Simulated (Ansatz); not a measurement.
A nudged elastic band was laid between two geometries of H2S + H6Si2 (11 atoms, charge 0, multiplicity 1).

Computed with RKS PBE0-D4/6-31G* in Ansatz.

```
movable images  : 6
climbing image  : no
spring          : 5.0 eV/Å²
optimiser       : quadratic models (default)
start path      : through a guess of the saddle point
force threshold : 0.03 eV/Å
iteration limit : 45
end points      : relaxed
```

Image 0:

```xyz
11
Properties=species:S:1:pos:R:3
Si 0.302 0.039 -0.207
H 0.487 0.023 1.273
H 1.657 0.002 -0.831
Si -0.881 1.940 -0.903
H -2.159 1.563 -1.567
H -1.177 2.838 0.248
H -0.064 2.710 -1.888
H -0.406 -1.214 -0.598
S -3.011 0.058 1.395
H -3.083 -1.119 0.748
H -2.226 -0.446 2.364
```

Image 7:

```xyz
11
Properties=species:S:1:pos:R:3
Si -0.614 -0.394 -0.587
H 0.121 1.034 2.949
H 0.666 -0.609 0.140
Si -1.028 1.879 -0.947
H -2.373 2.038 -1.573
H -1.013 2.616 0.346
H -0.007 2.466 -1.861
H -0.547 -1.123 -1.886
S -2.095 -1.267 0.715
H -3.166 -0.921 -0.027
H -0.504 0.676 2.763
```

(1) What changes between the two ends?

(2) Give the energies along the band, and the barrier.

(3) What is the geometry of the highest image?

The band took 30 iterations and of the order of 10 core-minutes.

Results:

(1) Bonds broken: Si1–H2, S9–H11. Bonds formed: Si1–S9, H2–H11. H2S + H6Si2 becomes H2 + H6SSi2.

(2) It converged. The highest image is number 2 of 0 to 7, 0.73 eV above the first end and 1.05 eV above the last; the last end lies 0.32 eV below the first. The profile has 2 maxima (images 2, 5) with wells between them (image 4): this band takes more than one step, which may be the mechanism or a detour left from its start path. No image climbed, so the highest image needn't sit at the top of the path. A band with more images between the same ends climbed to 2.24 eV, so this one has probably stepped over the top. The orbitals stay closed-shell, which can raise the energy where a bond breaks towards radicals; this wasn't checked here.

```tsv
image	path coordinate (Å)	energy (eV)	Si1–H2 (Å)	S9–H11 (Å)	Si1–S9 (Å)
0	0.00	0.00	1.49	1.35	3.68
1	1.46	0.03	1.49	1.34	3.67
2	2.93	0.73	1.53	1.37	3.05
3	4.39	0.63	2.38	2.21	2.27
4	5.85	-0.29	3.58	2.98	2.16
5	7.32	-0.28	4.19	3.55	2.16
6	8.79	-0.31	4.08	3.17	2.16
7	10.26	-0.32	3.88	3.24	2.16
```

(3) 
```xyz
11
Properties=species:S:1:pos:R:3:forces:R:3
Si -0.340 0.030 -0.255 0.57 0.17 0.08
H -0.104 0.144 1.252 0.00 -0.17 -0.77
H 1.041 -0.370 -0.574 0.48 0.08 -0.57
Si -0.866 2.169 -1.039 0.07 0.02 0.00
H -1.799 2.175 -2.202 0.04 -0.08 0.02
H -1.464 3.014 0.034 0.02 -0.03 0.01
H 0.428 2.773 -1.461 -0.01 0.15 -0.04
H -1.176 -1.004 -0.956 0.06 0.05 0.52
S -2.652 -0.574 1.643 -0.22 0.05 0.66
H -2.160 -1.805 1.401 -0.06 0.06 0.06
H -1.467 -0.156 2.192 -0.95 -0.31 0.02
```

Run time: 10 min on 1 thread of Arm Neoverse V2 (shared host), peak memory 0.15 GiB.
